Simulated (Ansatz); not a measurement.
We consider chalcopyrite CdGeAs2, described by PBE (PAW; Ansatz, a program for electronic structure).

Numerical settings: plane-wave cutoff 520 eV, 8×8×8 k mesh, Fermi–Dirac smearing 0.01 eV, scalar-relativistic PAW data made under PBE.

Cell (relaxed at this level):

Space group I-42d (No. 122); a = b = 6.047 Å, c = 11.488 Å, α = β = γ = 90.00°

```
atom  site  symmetry       x       y       z
----  ----  --------  ------  ------  ------
Cd      4a      -4..  0.0000  0.0000  0.0000
Ge      4b      -4..  0.0000  0.0000  0.5000
As      8d       .2.  0.2767  0.2500  0.1250
```
(The calculation used a cell of 8 atoms; values per cell refer to that cell.)

Task: Estimate the bulk modulus and pressure derivative B′ of the bulk modulus that the calculation returns.

Result: 
- bulk modulus = 52.5 GPa
- pressure derivative B′ of the bulk modulus = 4.7

The run finds no gap.

Measured, for comparison: bulk modulus 69.9 GPa (temperature not stated, no zero-point or thermal correction; as tabulated in Toher et al. (2017), arXiv:1611.05714). Computed (rounded) less measured: bulk modulus -25 %.

Note: the gap of the solid is closed in this run; this level leaves the solid without a gap, although one is measured; the bulk modulus comes from volumes at which shape and atoms were relaxed.

It cost very roughly 40 core-minutes of CPU time.
